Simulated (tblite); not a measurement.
Species: C2H7P2 (charge -1).
Atom-mapped SMILES: `[CH3:1][P:2]([CH3:3])[PH-:4]` (hydrogens: H5, H6, H7 on C1; H8, H9, H10 on C3; H11 on P4)

Computed geometry: GFN2-xTB, gas phase.

(1) Give the optimised bond lengths and angles.

Results:

(1) 
```tsv
bond	length (pm)	order
C1–P2, P2–C3	186.7	single
P2–P4	211.2	single
C1–H5 and 5 like bonds	109.1	single
P4–H11	136.1	single
```

Bonds in one row agree within 1 pm and their mean is given. Orders are formal, as drawn. A selection of angles:
```tsv
angle	degrees
P2–C1–H5	110.5
P2–C1–H6	109.5
P2–C1–H7	108.0
H5–C1–H6	110.2
C1–P2–C3	95.4
C1–P2–P4	101.8
P2–P4–H11	90.6
```

P4 (phosphorus bonded to P and H) is bent (angle 90.6°). P2 (three-coordinate phosphorus) is pyramidal (angles 102.0°, 101.8° and 95.4°, sum 299.2°, 0.91 Å off the plane of its three neighbours).

Point group: Cs (tolerance 0.08 Å). Its GFN2-xTB frequencies are all real (lowest 105 cm⁻¹). Torsions: C1–P2–P4–H -132°.

One conformer stands for the species.
